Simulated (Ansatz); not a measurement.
**BSiH₃ (triplet): from Hartree-Fock to the top rungs at a displaced geometry (v2), cc-pVDZ**

One table from this session's results is given with a row withheld; the runs are named, their logs left out.

Computed with Ansatz 0.2.0, Gaussian basis. Level: cc-pVDZ, core rule «outside noble gas», up to 6 orbitals frozen.

The runs, in order: UHF; CCSD(T) on ROHF; CCSD(T) on UHF; BCCD(T) on ROHF; CISD; CCSDT(Q) on ROHF; CCSDT(Q) on UHF.

23 further runs of the same task are left out: 3 for a known fault of the program, 7 that didn't finish, 13 set aside as unsound or not needed.

**The geometry**

The geometry is a PBE0/def2-TZVP stationary point (not a proven minimum) with its atoms shifted at random (size 0.100 Å).

5 atoms, charge 0, spin multiplicity 3.

Atoms are counted from 1 here; the program's logs count them from 0.

Bond lengths: Si1–B2 1.933 Å, Si1–H3 1.484 Å, B2–H4 1.124 Å, B2–H5 1.334 Å. Angles: B2–Si1–H3 122.6°, Si1–B2–H4 117.3°, Si1–B2–H5 121.2°, H4–B2–H5 119.2°.

Set-up of the first run:

Input file in.yaml:

```yaml
crystal:
  periodic: [false, false, false]
  atoms:
    - {symbol: Si, position_ang: [0.047367, -0.083233, 0.594182]}
    - {symbol: B, position_ang: [-0.117507, 0.101018, -1.323076]}
    - {symbol: H, position_ang: [-0.040886, 1.073648, 1.519465]}
    - {symbol: H, position_ang: [0.042222, 1.124961, -1.758393]}
    - {symbol: H, position_ang: [-0.060836, -0.962880, -2.126430]}
basis:
  gaussian: {orbitals: cc-pVDZ}
magnetization: {spin_polarized: true, initial_magnetization: 2}
hamiltonian: {xc: hf}
output: {orbitals: {seedname: orbitals}}
```

Launch:

```console
> ansatz run in.yaml --threads 1 --pin off --events-out ev --progress --plain --max-ram 2393MiB
```

Steps of the session up to this table: UHF; CCSD(T) on ROHF; CCSD(T) on UHF; BCCD(T) on ROHF; CISD; CCSDT(Q) on ROHF; CCSDT(Q) on UHF.

One of the session's tables, all rows but one given; the rest of the session is left out.

```
   method  from UCCSDT(Q) (kJ/mol)
     ROHF                   +520.3
      UHF                   +514.4
     RMP2                   +116.0
     UMP2                        ?
     CISD                    +52.3
    RCCSD                    +18.2
    UCCSD                    +18.1
 RCCSD(T)                     +4.1
 UCCSD(T)                     +4.1
  BCCD(T)                     +3.9
   RCCSDT                     +0.7
   UCCSDT                     +0.7
RCCSDT(Q)                     +0.1
UCCSDT(Q)                        0
```

**Question.** Estimate the row for UMP2.

**Answer.** from UCCSDT(Q) (kJ/mol): +116.4. In the column «from UCCSDT(Q) (kJ/mol)» it lies between RMP2 (+116.0) and UHF (+514.4).

To keep in mind: Restricted and unrestricted rows rest on different reference determinants; where their highest levels disagree by more than a few hundredths of an eV, they describe different states and don't form one ladder.
